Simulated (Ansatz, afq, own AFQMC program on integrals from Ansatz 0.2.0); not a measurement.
**AlH, singlet: AFQMC among the cluster methods**

```yaml
atoms:
  - { symbol: Al, position_ang: [0.0000, 0.0000, 0.0000] }
  - { symbol: H, position_ang: [0.0000, 0.0000, 4.5320] }
```

Basis cc-pVTZ. Noble-gas cores (and the filled d shells of Ga–Kr and In–Xe) are frozen. Ansatz 0.2.0 and our own AFQMC program on the same integrals; the CISD trial comes from CCSD amplitudes, and released means the phaseless constraint is let go. ± is one standard error of the sampling.

Determinant: UHF, the one that the program's search chose, which needn't be the lowest solution. The geometry is a point of a scan.

Full CI on the same integrals is exact in this basis and with this determinant's frozen core.

Cautions: unrestricted determinant spin contaminated (⟨S²⟩ 1.01 against 0.00); the next higher spin lies close (full CI puts it 44 meV above); CCSDT(Q) on the RHF determinant differs (37 meV lower), by its state or its frozen core; walk and cluster series may follow different spin states.

* T1 diagnostic: 0.0181
* weight of the determinant in the CISD state: 0.929
* ⟨S²⟩ of the determinant: 1.010
* size of the correlated space: 4 electrons in 43 orbitals

```json
{"level": "MP2", "correlation energy (eV)": "-0.9818"}
{"level": "CCSD", "correlation energy (eV)": "-1.3987"}
{"level": "CCSD(T)", "correlation energy (eV)": "-1.4308"}
```

(1) Estimate where phaseless AFQMC with a CISD trial lies against CCSD(T) on the same integrals.

(1) 3.3 ± 0.1 kJ/mol below CCSD(T).

Reference: full CI, correlation energy -1.470 eV. The released energy is read at 0.99 1/Eh, later times being too noisy (meV from the phaseless value at times in 1/Eh: -1.5 ± 1.3 at 0.24, -2.8 ± 1.1 at 0.51, -5.7 ± 2.2 at 0.99, -15 ± 9 at 1.62, -30 ± 23 at 2.40). The cautions show a poor starting determinant, so the rows tell how each method copes with it here, and full CI is the sure value.

| level | E − E(reference) (kJ/mol) | share of correlation (%) |
| --- | --- | --- |
| CCSD(T) | 3.8 | 97.32 |
| CCSDT | 1.4 | 99.04 |
| CCSDT(Q) | 0.8 | 99.42 |
| ph-AFQMC/HF | 2.0 ± 1.3 | 98.62 |
| ph-AFQMC/CISD | 0.5 ± 0.1 | 99.67 |
| released AFQMC | -0.1 ± 0.2 | 100.06 |

CCSDT and higher add their correlation energy to the determinant of the CCSD(T) run, since their own runs factorise the integrals more tightly (a shift of under 2 meV). A walk keeps the symmetry of its determinant, which the program's search chose and which needn't be the lowest solution, so a lower state of the same spin and another symmetry isn't excluded. Released energies are given only where the last usable release times agree within the noise; a slower fall can still hide under it.
